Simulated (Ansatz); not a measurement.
`CC(C)CC(C)C` and `CC(C)CC(C)(C)C` differ in one atom or group.

Ansatz, PBE0-D4/def2-TZVP geometries, multiplicity 1. Each molecule was computed in one conformer, which needn't be the lowest.

```tsv
property	`CC(C)CC(C)C`
HOMO energy (B3LYP/def2-TZVPP) / eV	-8.37
HOMO energy (PBE0/def2-TZVPP) / eV	-8.55
size of the dipole moment (PBE/def2-TZVPP) / D	0.12
LUMO energy (PBE0/def2-TZVPP) / eV	1.11
LUMO energy (ωB97M-V/def2-TZVPP) / eV	2.53
HOMO–LUMO gap (PBE0/def2-TZVPP) / eV	9.66
```

**Question.** What does the change do to each property? (Estimate.)

**Answer.** Ansatz gave: 
| property | `CC(C)CC(C)(C)C` | shift |
| --- | --- | --- |
| HOMO energy (B3LYP/def2-TZVPP) / eV | -8.21 | 0.16 |
| HOMO energy (PBE0/def2-TZVPP) / eV | -8.39 | 0.16 |
| size of the dipole moment (PBE/def2-TZVPP) / D | 0.13 | 0.01 |
| LUMO energy (PBE0/def2-TZVPP) / eV | 0.97 | -0.14 |
| LUMO energy (ωB97M-V/def2-TZVPP) / eV | 2.38 | -0.15 |
| HOMO–LUMO gap (PBE0/def2-TZVPP) / eV | 9.37 | -0.29 |

With PBE0 the HOMO rises by 0.16 eV and the LUMO falls by 0.14 eV, so the gap narrows by about 0.30 eV. PBE moves the HOMO by 0.13 eV and ωB97M-V by 0.17 eV. Dipoles are sizes alone; their direction can turn.

B3LYP here is the variant with VWN-RPA as its local correlation; programs differ in this.
